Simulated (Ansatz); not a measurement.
# H2Ge–CH2, triplet in cc-pVDZ: errors against UCCSDT(Q)

Geometry: displaced at random from a stationary point.

```yaml
atoms:
  - { symbol: Ge, position_ang: [0.0550, 0.0020, 0.3033] }
  - { symbol: C, position_ang: [-0.2021, 0.0104, -1.6075] }
  - { symbol: H, position_ang: [-0.7096, 1.2359, 0.9049] }
  - { symbol: H, position_ang: [-0.6265, -1.3352, 0.9231] }
  - { symbol: H, position_ang: [0.7414, -0.0964, -2.3234] }
  - { symbol: H, position_ang: [-0.9624, -0.0761, -2.2080] }
```

Basis cc-pVDZ; Ansatz 0.2.0. Only valence electrons are correlated (noble-gas cores and the filled d shells of p-block atoms frozen), which leaves 12 electrons in 46 orbitals. R marks a restricted (for open shells ROHF) determinant, U an unrestricted one. No spin–orbit coupling is included, and no scalar relativity.

Full CI isn't at hand for all of this; UCCSDT(Q) serves as the reference, and is uncertain by about the last step of the cluster series. The frozen core follows each run's orbitals, which can shift R against U totals by a few meV for light atoms and by up to 0.1 eV past Ca.

```
UHF ⟨S²⟩                          : 2.014
T1 diagnostic (RCCSD)             : 0.0173
largest doubles amplitude (RCCSD) : 0.023
T1 diagnostic (UCCSD)             : 0.0133
```

```tsv
level	E − E(UCCSDT(Q)) (kcal/mol)	share of correlation (%)	wall time
UHF	153.43	2.06	–
UMP2	28.83	81.60	–
UCCSD	4.43	97.17	–
UCCSD(T)	0.84	99.46	7 s
UCCSDT	0.18	99.88	–
```

The correlation energy at UCCSDT(Q), counted from RHF, is -6.793 eV. That run took 1.7 min on 1 thread of Arm Neoverse V2, shared host.

Run but not shown, since their state or frozen core can't be matched to the reference's or they repeat it: RHF, RMP2, CISD, RCCSD, RCCSD(T), BCCD(T), RCCSDT, RCCSDT(Q).

Times hold each run's SCF and search for its determinant on a shared host, so for small cases they say little of a method's own cost; they ran on 1 thread of Arm Neoverse V2.
